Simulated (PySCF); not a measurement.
**NaC (quartet): basis, grid and Hamiltonian**

Which parts of the numerical set-up matter for NaC (quartet)? Each run edits the base script.

Program: PySCF 2.14.0. Level of theory: method and basis as typed in the scripts. These are calculated values, not measurements.

3 further runs of the same task are left out: 3 that didn't finish.

### 1 The system as given

NaC (quartet): 2 atoms, charge 0, spin multiplicity 4.

Bond lengths: Na1–C2 2.399 Å.

### 2 Base script

input.py

```python
from pyscf import gto, scf, ci

mol = gto.M(
    atom='Na 0 0 0; C 0 0 2.399',
    basis='6-31+g*',
    charge=0,
    spin=3,
    verbose=4,
)
mf = scf.UHF(mol)
mf = mf.density_fit(auxbasis='def2-universal-jkfit')
mf.kernel()
ci.CISD(mf).kernel()
mf.dip_moment()
print('orbital energies (hartree):', [e[max(0, n-3):n+3].round(4) for e, n in zip(mf.mo_energy, mol.nelec)])
```

Started as:

```sh
$ OMP_NUM_THREADS=1 python input.py
```

The log of this run is left out.

In short: E(SCF) = -199.569949 Eh, 12 cycles, E(CISD) − E(SCF) = -0.08950 Eh, ⟨S²⟩ = 3.756, μ = 9.24 D (of the SCF density).

The bond length is a typed value, not an optimised one. The quartet is typed in the script; nothing here shows that it is the ground state.

### 3 Spin-free X2C on

Variant 1 changes spin-free X2C: off → on.

input.py

```python
from pyscf import gto, scf, ci

mol = gto.M(
    atom='Na 0 0 0; C 0 0 2.399',
    basis='6-31+g*',
    charge=0,
    spin=3,
    verbose=4,
)
mf = scf.UHF(mol)
mf = mf.sfx2c1e()
mf = mf.density_fit(auxbasis='def2-universal-jkfit')
mf.kernel()
ci.CISD(mf).kernel()
mf.dip_moment()
print('orbital energies (hartree):', [e[max(0, n-3):n+3].round(4) for e, n in zip(mf.mo_energy, mol.nelec)])
```

Started as:

```sh
$ OMP_NUM_THREADS=1 python input.py
```

### 4 Density fitting none

Variant 2 changes density fitting: def2-universal-jkfit → none.

input.py: that of step 2 with these lines changed.

```diff
@@ -10,3 +10,2 @@
 mf = scf.UHF(mol)
-mf = mf.density_fit(auxbasis='def2-universal-jkfit')
 mf.kernel()
```

### 5 Cc-pvdz

Variant 3 changes basis set: 6-31+g* → cc-pvdz.

input.py: that of step 2 with these lines changed.

```diff
@@ -4,3 +4,3 @@
     atom='Na 0 0 0; C 0 0 2.399',
-    basis='6-31+g*',
+    basis='cc-pvdz',
     charge=0,
```

### 6 6-31g

Variant 4 changes basis set: 6-31+g* → 6-31g.

input.py: that of step 2 with these lines changed.

```diff
@@ -4,3 +4,3 @@
     atom='Na 0 0 0; C 0 0 2.399',
-    basis='6-31+g*',
+    basis='6-31g',
     charge=0,
```

### 7 Density fitting weigend

Variant 5 changes density fitting: def2-universal-jkfit → weigend.

input.py: that of step 2 with these lines changed.

```diff
@@ -10,3 +10,3 @@
 mf = scf.UHF(mol)
-mf = mf.density_fit(auxbasis='def2-universal-jkfit')
+mf = mf.density_fit(auxbasis='weigend')
 mf.kernel()
```

Before running it: what results should come out? Wanted: for each run, E(SCF); from base; gap, α spin; SCF dipole; after the SCF.

The runs gave:

```
                    run  E(SCF) (hartree)  from base (eV)  cycles  gap, α spin (eV)  SCF dipole (D)  functions               after the SCF
                   base       -199.569949               0      12              7.11            9.24         40  CISD correlation -2.435 eV
       spin-free X2C on       -199.776847         -5.6300      12              7.11            9.24         40  CISD correlation -2.435 eV
   density fitting none       -199.569979         -0.0008      12              7.11            9.24         40  CISD correlation -2.429 eV
                cc-pvdz       -199.582131         -0.3315      12              7.16            8.91         32  CISD correlation -2.469 eV
                  6-31g       -199.559253         +0.2911      12              7.10            8.65         22  CISD correlation -1.297 eV
density fitting weigend       -199.341312         +6.2215      12              7.12            9.23         40  CISD correlation -2.442 eV
```

What this shows: The largest comparable shift of the SCF energy, +6.222 eV, comes with the run “density fitting weigend”. Scalar relativity lowers the total energy by 5.63 eV, nearly all of it in the inner shells; a basis contracted without relativity catches only part of it. cc-pvdz (32 functions) gives an energy 0.33 eV lower than 6-31+g* (40); size alone doesn't order basis sets of different families. 6-31g (22 functions) gives an energy 0.29 eV higher than 6-31+g* (40).
